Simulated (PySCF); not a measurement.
PySCF input for C2H5, SMILES [CH2]C, multiplicity 2, TDA-PBE/def2-TZVPD. Coordinates come from a r2SCAN-D4/def2-TZVP optimisation. The isomer is the one that the SMILES or the coordinates give; other isomers of the formula were not compared.

```python
import numpy as np
from pyscf import gto, scf, dft, tdscf

mol = gto.M(
    atom='''
    C     0.79084879   -0.01828600    0.00000000
    C    -0.69062822   -0.00200819    0.00000000
    H     1.34792200    0.04044270   -0.92651702
    H     1.34792200    0.04044270    0.92651702
    H    -1.08959440    1.02469266   -0.00000000
    H    -1.10378652   -0.49190646   -0.88568701
    H    -1.10378652   -0.49190646    0.88568700
    ''',
    basis='def2-TZVPD',
    charge=0,
    spin=1,
    max_memory=1600,
    verbose=4,
)
mf = dft.UKS(mol, xc='pbe').density_fit(auxbasis='def2-universal-jkfit')
mf.grids.level = 3
mf.conv_tol = 1e-9
mf.max_cycle = 100
mf.kernel()
fine, coarse = mf.grids, dft.Grids(mol).set(level=1).build(with_non0tab=True)
for _ in range(3):  # follow internal instabilities
    mf.grids = coarse
    mo, _, stable, _ = mf.stability(return_status=True, nroots=4)
    mf.grids = fine
    if stable:
        break
    mf.kernel(mf.make_rdm1(mo, mf.mo_occ))
mf.grids = dft.Grids(mol).set(level=1).build(with_non0tab=True)  # coarser grid for the response kernel
td = tdscf.TDA(mf)
td.nstates = 10
td.conv_tol = 1e-4
td.positive_eig_threshold = 1e-6
td.kernel(x0=td.get_init_guess(mf, 15))
td.analyze()
```

It prints:

```
PySCF version 2.14.0

[INPUT] verbose = 4
[INPUT] num. atoms = 7
[INPUT] num. electrons = 17
[INPUT] charge = 0
[INPUT] spin (= nelec alpha-beta = 2S) = 1
[INPUT] symmetry False subgroup None
[INPUT] Mole.unit = angstrom
[INPUT] Symbol           X                Y                Z      unit          X                Y                Z       unit  Magmom
[INPUT]  1 C      0.790848790000  -0.018286000000   0.000000000000 AA    1.494487619044  -0.034555531914   0.000000000000 Bohr   0.0
[INPUT]  2 C     -0.690628220000  -0.002008190000   0.000000000000 AA   -1.305098189696  -0.003794929106   0.000000000000 Bohr   0.0
[INPUT]  3 H      1.347922000000   0.040442700000  -0.926517020000 AA    2.547203417276   0.076425626738  -1.750863417548 Bohr   0.0
[INPUT]  4 H      1.347922000000   0.040442700000   0.926517020000 AA    2.547203417276   0.076425626738   1.750863417548 Bohr   0.0
[INPUT]  5 H     -1.089594400000   1.024692660000   0.000000000000 AA   -2.059035002860   1.936388489252   0.000000000000 Bohr   0.0
[INPUT]  6 H     -1.103786520000  -0.491906460000  -0.885687010000 AA   -2.085854222787  -0.929568488304  -1.673705880985 Bohr   0.0
[INPUT]  7 H     -1.103786520000  -0.491906460000   0.885687000000 AA   -2.085854222787  -0.929568488304   1.673705862088 Bohr   0.0

nuclear repulsion = 37.0181055702564
number of shells = 51
number of NR pGTOs = 159
number of NR cGTOs = 119
basis = def2-TZVPD
ecp = {}


[settings echo left out]
init E= -78.9384897299962
  alpha nocc = 9  HOMO = -0.19968354138058  LUMO = -0.0185419703699026
  beta  nocc = 8  HOMO = -0.388449582482423  LUMO = -0.19968354138059

WARN: HOMO -0.19968354138058 >= LUMO -0.19968354138059

cycle= 1 E= -79.0210605383417  delta_E= -0.0826  |g|= 0.278  |ddm|=  1.4
  alpha nocc = 9  HOMO = -0.0968166781776496  LUMO = 0.021429715123595
  beta  nocc = 8  HOMO = -0.248494838236111  LUMO = -0.0304631416855621
  HOMO = -0.0968166781776  LUMO = -0.0304631416856  gap/eV = 1.80557
cycle= 2 E= -78.9689483937256  delta_E= 0.0521  |g|= 0.415  |ddm|= 0.763
  alpha nocc = 9  HOMO = -0.167607307294322  LUMO = 0.00366367811279034
  beta  nocc = 8  HOMO = -0.309641759820519  LUMO = -0.0932406995250332
  HOMO = -0.167607307294  LUMO = -0.093240699525  gap/eV = 2.02362
cycle= 3 E= -79.0644440617567  delta_E= -0.0955  |g|= 0.0189  |ddm|= 0.456
  alpha nocc = 9  HOMO = -0.166997797555229  LUMO = 0.00310130228155714
  beta  nocc = 8  HOMO = -0.31080948964021  LUMO = -0.0881517574497117
  HOMO = -0.166997797555  LUMO = -0.0881517574497  gap/eV = 2.14551
cycle= 4 E= -79.0646227144692  delta_E= -0.000179  |g|= 0.00781  |ddm|= 0.0342
  alpha nocc = 9  HOMO = -0.168274893691439  LUMO = 0.00323864386902528
  beta  nocc = 8  HOMO = -0.310374451709858  LUMO = -0.0879889576838373
  HOMO = -0.168274893691  LUMO = -0.0879889576838  gap/eV = 2.18469
cycle= 5 E= -79.06464852772  delta_E= -2.58e-05  |g|= 0.00373  |ddm|= 0.0115
  alpha nocc = 9  HOMO = -0.16762959907355  LUMO = 0.00322134839633037
  beta  nocc = 8  HOMO = -0.310143963981837  LUMO = -0.0870699436457798
  HOMO = -0.167629599074  LUMO = -0.0870699436458  gap/eV = 2.19214
cycle= 6 E= -79.0646553809718  delta_E= -6.85e-06  |g|= 0.00105  |ddm|= 0.00377
  alpha nocc = 9  HOMO = -0.167840465082516  LUMO = 0.00323265833280573
  beta  nocc = 8  HOMO = -0.310159899619883  LUMO = -0.0870651353544218
  HOMO = -0.167840465083  LUMO = -0.0870651353544  gap/eV = 2.19801
cycle= 7 E= -79.0646560445637  delta_E= -6.64e-07  |g|= 9.8e-05  |ddm|= 0.00157
  alpha nocc = 9  HOMO = -0.167848183838284  LUMO = 0.00323536333415575
  beta  nocc = 8  HOMO = -0.310174236043192  LUMO = -0.0870652790940092
  HOMO = -0.167848183838  LUMO = -0.087065279094  gap/eV = 2.19821
cycle= 8 E= -79.0646560548294  delta_E= -1.03e-08  |g|= 3.1e-05  |ddm|= 0.000327
  alpha nocc = 9  HOMO = -0.167843940782511  LUMO = 0.00323464324201339
  beta  nocc = 8  HOMO = -0.310171210841968  LUMO = -0.0870609212080069
  HOMO = -0.167843940783  LUMO = -0.087060921208  gap/eV = 2.19822
cycle= 9 E= -79.0646560555651  delta_E= -7.36e-10  |g|= 7.65e-06  |ddm|= 7.57e-05
  alpha nocc = 9  HOMO = -0.167845340375042  LUMO = 0.00323513405210107
  beta  nocc = 8  HOMO = -0.310170327384473  LUMO = -0.0870621673861507
  HOMO = -0.167845340375  LUMO = -0.0870621673862  gap/eV = 2.19822
Extra cycle  E= -79.0646560555781  delta_E= -1.31e-11  |g|= 7.02e-06  |ddm|= 1.96e-05
converged SCF energy = -79.0646560555781  <S^2> = 0.75373798  2S+1 = 2.0037345
tot grids = 22720
uhf_internal: lowest eigs of H = [0.44043354 0.45520681 0.47163479 0.47554139]
<class 'pyscf.df.df_jk.DFUKS'> wavefunction is stable in the internal stability analysis
tot grids = 22720
Overwritten attributes  positive_eig_threshold  of <class 'pyscf.tdscf.uks.TDA'>


******** <class 'pyscf.tdscf.uks.TDA'> for <class 'pyscf.df.df_jk.DFUKS'> ********
nstates = 10
deg_eia_thresh = 1.000e-03
wfnsym = None
conv_tol = 0.0001
eigh lindep = 1e-12
eigh level_shift = 0
eigh max_cycle = 100


Excitation energies (eV)
[4.4589659  5.09012136 5.85333829 6.02045214 6.30600679 6.78814634
 6.95825254 6.96903846 7.27363415 7.52100712]

** Excitation energies and oscillator strengths **
Excited State   1:      4.45897 eV    278.06 nm  f=0.0038
       9a ->   10a      0.99944
Excited State   2:      5.09012 eV    243.58 nm  f=0.0200
       9a ->   11a     -0.99877
Excited State   3:      5.85334 eV    211.82 nm  f=0.0001
       9a ->   12a     -0.83893
       8b ->    9b      0.53893
Excited State   4:      6.02045 eV    205.94 nm  f=0.0016
       9a ->   12a      0.54262
       8b ->    9b      0.83764
Excited State   5:      6.30601 eV    196.61 nm  f=0.0308
       9a ->   13a     -0.99608
Excited State   6:      6.78815 eV    182.65 nm  f=0.0010
       9a ->   14a      0.18401
       9a ->   16a      0.13537
       7b ->    9b      0.96764
Excited State   7:      6.95825 eV    178.18 nm  f=0.0257
       9a ->   14a      0.96786
       6b ->    9b      0.15380
       7b ->    9b     -0.18239
Excited State   8:      6.96904 eV    177.91 nm  f=0.0017
       9a ->   15a     -0.99701
Excited State   9:      7.27363 eV    170.46 nm  f=0.0068
       9a ->   16a      0.98401
       6b ->    9b      0.10647
       7b ->    9b     -0.13701
Excited State  10:      7.52101 eV    164.85 nm  f=0.0034
       9a ->   17a     -0.99810

** Transition electric dipole moments (AU) **
state          X           Y           Z        Dip. S.      Osc.
  1         0.0209      0.1843     -0.0000      0.0344      0.0038
  2         0.0362     -0.3990     -0.0000      0.1605      0.0200
  3        -0.0000     -0.0000     -0.0309      0.0010      0.0001
  4         0.0000      0.0000      0.1044      0.0109      0.0016
  5         0.4460     -0.0157     -0.0000      0.1992      0.0308
  6         0.0356     -0.0701     -0.0000      0.0062      0.0010
  7         0.2500     -0.2974      0.0000      0.1509      0.0257
  8         0.0000     -0.0000     -0.1003      0.0101      0.0017
  9         0.0894     -0.1741      0.0000      0.0383      0.0068
 10        -0.0000     -0.0000      0.1368      0.0187      0.0034

** Transition velocity dipole moments (imaginary part, AU) **
state          X           Y           Z        Dip. S.      Osc.
  1         0.0013      0.0386     -0.0000      0.0015      0.0061
  2         0.0058     -0.0984     -0.0000      0.0097      0.0346
  3        -0.0000     -0.0000     -0.0121      0.0001      0.0005
  4         0.0000     -0.0000      0.0022      0.0000      0.0000
  5         0.0846     -0.0065     -0.0000      0.0072      0.0207
  6         0.0135      0.0113     -0.0000      0.0003      0.0008
  7         0.0562     -0.0549      0.0000      0.0062      0.0161
  8         0.0000     -0.0000     -0.0162      0.0003      0.0007
  9         0.0158     -0.0391      0.0000      0.0018      0.0044
 10        -0.0000     -0.0000      0.0318      0.0010      0.0024

** Transition magnetic dipole moments (imaginary part, AU) **
state          X           Y           Z
  1         0.0000      0.0000     -0.5150
  2         0.0000      0.0000      0.0484
  3        -0.4138      0.0810      0.0000
  4        -0.6093     -0.0652      0.0000
  5        -0.0000     -0.0000     -0.1894
  6        -0.0000     -0.0000     -0.7413
  7         0.0000      0.0000      0.4035
  8        -0.1995     -0.3894      0.0000
  9         0.0000     -0.0000      0.7133
 10         0.1848      0.3353      0.0000
```

The calculation finished and met its thresholds.
